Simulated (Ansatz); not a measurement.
# Heat of formation of Li2 (lithium dimer) from total energies

The species is Li2 (2 atoms), meant as a singlet with charge 0. As SMILES, `[Li][Li]`. Geometry: the measured bond length.

```tsv
atom	x (Å)	y (Å)	z (Å)
Li	0.0000	0.0000	0.0000
Li	0.0000	0.0000	2.6729
```

Total energies at PBE0/3-21G (Ansatz 0.2.0); the atoms run unrestricted:

```
species    state  energy (Eh)
    Li2  singlet   -14.859588
     Li  doublet    -7.414327
```

Harmonic wavenumbers at PBE0/aug-cc-pVTZ, in cm⁻¹: 344.

Measured heats of formation of the gaseous atoms at 298.15 K, in kJ/mol: Li 159.3. Take 1 Eh = 2625.50 kJ/mol, 1 cm⁻¹ = 0.0119627 kJ/mol, RT = 2.479 kJ/mol.

Task: What heat of formation follows?

Result: 
1. Electronic atomisation energy: 2 × (-7.414327) − (-14.859588) = 0.030934 Eh = 81.2 kJ/mol.
2. Zero-point energy: half the sum of the wavenumbers, 172 cm⁻¹ = 2.1 kJ/mol.
3. Thermal vibrational enthalpy, Σ hcν̃/(exp(hcν̃/kT) − 1): 1.0 kJ/mol. Translation, rotation and pV of a linear molecule: 3.5 RT = 8.7 kJ/mol.
4. The 2 free atoms carry 5/2 RT each: 12.4 kJ/mol.
5. Atomisation enthalpy at 298 K: 81.2 − 2.1 − 1.0 − 8.7 + 12.4 = 81.8 kJ/mol.
6. Sum of the atoms' heats of formation: 318.6 kJ/mol. Heat of formation: 318.6 − 81.8 = +236.8 kJ/mol.

The tabulated value is +215.9 kJ/mol (NIST-JANAF tables), so this level is off by +20.9 kJ/mol, or 20.4 % of the atomisation enthalpy that the table implies (102.7 kJ/mol). A basis without polarisation functions underbinds badly. Anharmonicity and any spin-orbit splitting of the molecule are left out.
